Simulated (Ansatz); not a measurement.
Diamond-structure Si was calculated with BLYP in Ansatz (plane waves, PAW).

Run with plane-wave cutoff 520 eV, 12×12×12 k mesh, Fermi–Dirac smearing 0.01 eV, scalar-relativistic PAW data made under PBE.

Energies at three volumes about the minimum:

```
V (Å³/atom)  E − E_lowest (meV/atom)
-----------  -----------------------
20.748                          2.13
21.171                          0.00
21.595                          2.01
```

Fit a parabola by hand: where is the minimum, what lattice constant follows, and what is the bulk modulus?

Slopes: (0.00 − 2.13)/(21.171 − 20.748) = -5.035 and (2.01 − 0.00)/(21.595 − 21.171) = 4.741 meV/Å³. Curvature E″ = 2 × (4.741 − (-5.035))/(21.595 − 20.748) = 23.084 meV/Å⁶. From the middle of the first interval, the slope vanishes at V0 = 20.9595 − (-5.035)/23.084 = 21.178 Å³/atom. B = V0 E″ = 21.178 × 23.084 meV/Å³ × 0.1602 GPa per meV/Å³ = 78.3 GPa. With 8 atoms in the cube, a = (8 × 21.178)^(1/3) = 5.533 Å. The full Birch–Murnaghan fit to all volumes gives V0 = 21.170 Å³/atom and B0 = 78.1 GPa.

Measured, for comparison: bulk modulus 101 GPa (0 K value with zero-point phonon effects removed; as tabulated in Sun et al. (2011), doi:10.1103/physrevb.84.035117); lattice constant a 5.421 Å (static lattice: zero-point anharmonic expansion removed; as tabulated in Mejia-Rodriguez and Trickey (2018), arXiv:1807.09216). Computed (rounded) less measured: bulk modulus -23 %.

Ansatz is an electronic-structure program.
